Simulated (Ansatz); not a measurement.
Basis-set extrapolation for C3H6O3, SMILES `COC=C(O)O` (PBE0-D4/def2-TZVP geometry, frozen core, the Gaussian-basis code of Ansatz). Multiplicity 1, RHF reference.

```csv
,def2-TZVPP,def2-QZVPP
HF,-341.786721,-341.802620
MP2 correlation,-1.201910,-1.291918
CCSD(T) correlation,-1.277959,not run
```

Energies in hartree. Use E(X) = E(∞) + A·exp(−7.88·√X) for Hartree–Fock and E(X) = E(∞) + B·X^(−2.97) for correlation, with X = 3 and 4, and add CCSD(T) minus MP2 of the smaller set to the MP2 limit.

What is the CCSD(T) energy at the basis-set limit?

HF limit: -341.802620 + (-0.015899) × 0.13774 = -341.80481. MP2 limit: -1.291918 + (-0.090008) × 0.74074 = -1.35859. Higher-order term: -1.277959 − (-1.201910) = -0.07605. Total: -343.23945 hartree, 458.9 kJ/mol below CCSD(T)/def2-TZVPP.
